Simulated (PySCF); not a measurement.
A GIAO shielding run with PySCF 2.14.0 with density-fitted response routines (density fitting, non-relativistic, gas phase) on dimethoxymethane (C(OC)OC, C$_{3}$H$_{8}$O$_{2}$):

```
{"job": {"kind": "nmr", "xc": "PBE0", "basis": "pcSseg-1", "pop": false}, "charge": 0, "multiplicity": 1}
C     -2.076962     0.117307    -0.092079
O     -0.905474     0.379067     0.650356
C      0.099314     1.036569    -0.062363
O      0.982790     0.172552    -0.709464
C      1.747043    -0.617226     0.177550
H     -2.529654     1.050814    -0.444195
H     -2.761348    -0.388365     0.585975
H     -1.869763    -0.527495    -0.952117
H      0.642689     1.645029     0.681292
H     -0.314938     1.685176    -0.844554
H      2.388244     0.015963     0.802264
H      1.100705    -1.218039     0.823458
H      2.360438    -1.267250    -0.442222
```

Hardware: 1 thread of an Arm Neoverse V2, shared host.

Task: How large is the calculation?

Result: 42 electrons, 125 basis functions and 647 auxiliary functions.

Task: How long does it take?

Result: 8.4 s of wall time, with 13 SCF cycles and 4 response iterations. Times on a shared host scatter by some tens of per cent.

Task: And these other runs on the same molecule and hardware: spin–spin coupling at B3LYP/pcJ-1?

Result: B3LYP/pcJ-1: 215 functions, 22 s.
